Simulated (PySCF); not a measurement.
# Structure elucidation problem

The spectra below were simulated for a compound C$_{6}$H$_{12}$.

1H NMR (400 MHz, computed): δ 1.44 (s, 12H).

13C{1H} NMR (computed): δ 30.9 (CH2).

Computed data (PySCF 2.14.0 with density-fitted response routines): J: B3LYP/pcJ-1 (without the spin–dipole term), geometry: PBE0-D3(BJ)/def2-SVP, KT3/pcSseg-1 with gauge-including orbitals. Single conformer, equivalent nuclei averaged, isolated molecule, non-relativistic Hamiltonian.

Shifts are taken against calculated references (same method and geometry level): 1H and 13C vs TMS.

Q: Propose a structure and justify it.

A: 
1. Rings plus π bonds: 1 (1 ring in the answer).
2. 1 carbon signal for 6 carbons: some carbons are equivalent by symmetry or fast rotation.
3. Carbon types of the structure: 6 × CH2, which accounts for all hydrogens.
4. δC 30.9: sp3 CH2 in a ring; a saturated carbon with 2 carbon neighbours and no heteroatom attached.
5. δH 1.44: hydrogen on an sp3 CH2 in a ring; far from electronegative atoms and π systems.

Structure: cyclohexane (SMILES C1CCCCC1).

The shifts were computed for this structure.

Shifts are as computed, not scaled to solution data. Of 1211 compounds with measured shifts, 218 miss one by over three times the rms of a fit or turn the order of signals round; such compounds aren't used in these exercises.
